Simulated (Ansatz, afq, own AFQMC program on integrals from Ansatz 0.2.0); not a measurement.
# BGeH3, singlet in cc-pVDZ, levels against CCSDT(Q)

```xyz
5

Ge   -0.0664    0.0000    0.6883
B     0.3706    0.0000   -4.3729
H     0.3768    1.2770    1.4061
H     0.3768   -1.2770    1.4061
H     0.0539    0.0000   -5.5130
```

Connectivity, by distances: GeH2 ··· BH.

Basis cc-pVDZ. Noble-gas cores (and the filled d shells of Ga–Kr and In–Xe) are frozen. Ansatz 0.2.0 and our own AFQMC program on the same integrals; the CISD trial comes from CCSD amplitudes, and released means the phaseless constraint is let go. ± is one standard error of the sampling. No spin–orbit coupling.

Determinant: RHF, the one that the program's search chose, which needn't be the lowest solution. The geometry is a point of a scan.

No full CI on the walks' own integrals is used here; CCSDT(Q) serves as the reference and is uncertain by about the last step of the cluster series.

Cautions: no relativity below Rb; no spin-orbit coupling; inner d shell frozen; higher spins were not checked; restricted determinant unstable towards unrestricted (UHF 363 meV lower, ⟨S²⟩ 1.02).

The T1 diagnostic is 0.0126 and the weight of the determinant in the CISD state is 0.843. The size of the correlated space is 10 electrons in 41 orbitals.

```csv
level,correlation energy (eV)
MP2,-3.8985
CCSD,-5.3517
CCSD(T),-5.4430
```

Task: Estimate where phaseless AFQMC with a CISD trial lies against CCSD(T) on the same integrals.

Result: 4.3 ± 1.6 kJ/mol below CCSD(T).

Reference: CCSDT(Q), correlation energy -5.472 eV. The released energy is read at 2.40 1/Eh (meV from the phaseless value at times in 1/Eh: 3 ± 19 at 0.24, -3 ± 23 at 0.51, 17 ± 14 at 0.99, 33 ± 21 at 1.62, 26 ± 23 at 2.40).

```
         level  E − E(reference) (kJ/mol)  share of correlation (%)
       CCSD(T)                        2.8                     99.46
         CCSDT                        0.4                     99.93
 ph-AFQMC/CISD                 -1.5 ± 1.6                    100.28
released AFQMC                  1.0 ± 2.2                     99.80
```

A walk keeps the symmetry of its determinant, which the program's search chose and which needn't be the lowest solution, so a lower state of the same spin and another symmetry isn't excluded. Released energies are given only where the last usable release times agree within the noise; a slower fall can still hide under it.
